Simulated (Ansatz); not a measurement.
```yaml
crystal:
  periodic: [false, false, false]
  atoms:
    - {symbol: B, position_ang: [-1.289499, 0.073875, -0.175391]}
    - {symbol: P, position_ang: [0.542237, -0.071528, 0.088009]}
    - {symbol: H, position_ang: [-1.817013, 1.117077, -0.125283]}
    - {symbol: H, position_ang: [-1.926344, -0.898426, -0.310674]}
    - {symbol: H, position_ang: [0.911481, 1.187004, -0.387335]}
basis:
  gaussian: {orbitals: def2-TZVP}
magnetization: {spin_polarized: true, initial_magnetization: 1}
hamiltonian: {xc: pbe0}
relax: {f_tol: 0.004, max_steps: 80}
```

```sh
$ ansatz run in.yaml --threads 1 --pin off --events-out ev --progress --plain --max-ram 2176MiB
```

Steps of the relaxation (energy above the last step; positions in Å, forces in eV/Å):

```
5
step 1, 48.8 meV
B    -1.289    0.074   -0.175    0.185   -0.010   -0.096
P     0.542   -0.072    0.088    0.315   -0.580    0.411
H    -1.817    1.117   -0.125   -0.321    0.558    0.117
H    -1.926   -0.898   -0.311   -0.357   -0.511   -0.119
H     0.911    1.187   -0.387    0.178    0.543   -0.313
```

```
5
step 2, 7.4 meV
B    -1.291    0.079   -0.186    0.067   -0.032    0.114
P     0.546   -0.055    0.151    0.086   -0.073    0.089
H    -1.846    1.125   -0.082   -0.072    0.152   -0.005
H    -1.927   -0.911   -0.349   -0.110   -0.131   -0.108
H     0.939    1.171   -0.444    0.028    0.085   -0.091
```

```
5
step 3, 9.4 meV
B    -1.293    0.078   -0.134   -0.039   -0.019   -0.325
P     0.551   -0.032    0.218    0.070    0.143   -0.057
H    -1.862    1.132   -0.055    0.023   -0.097    0.076
H    -1.916   -0.912   -0.425    0.095    0.173    0.167
H     0.941    1.142   -0.515   -0.150   -0.200    0.139
```

```
5
step 7, 0.0 meV
B    -1.285    0.077   -0.163    0.005    0.000    0.001
P     0.552   -0.037    0.207    0.000    0.003   -0.001
H    -1.846    1.129   -0.058    0.000   -0.003   -0.001
H    -1.921   -0.907   -0.401   -0.005    0.000   -0.001
H     0.920    1.146   -0.496    0.001    0.000    0.001
```

```
5
step 9, 0.0 meV
B    -1.284    0.076   -0.163    0.001   -0.001    0.002
P     0.553   -0.037    0.207   -0.001    0.000   -0.001
H    -1.846    1.128   -0.058    0.000    0.000   -0.001
H    -1.922   -0.907   -0.401    0.001    0.001   -0.001
H     0.921    1.147   -0.496    0.000    0.000    0.000
```

Close pairs at the end: B1–H4 1.196 Å, B1–H3 1.197 Å, P2–H5 1.425 Å, B1–P2 1.877 Å.

A stationary point of unrestricted PBE0 after 9 steps, with ⟨S²⟩ = 0.757 against 0.75 for a pure state; no frequencies were run, so it isn't proven a minimum. 40 s on 1 thread of Arm Neoverse N1, shared host.
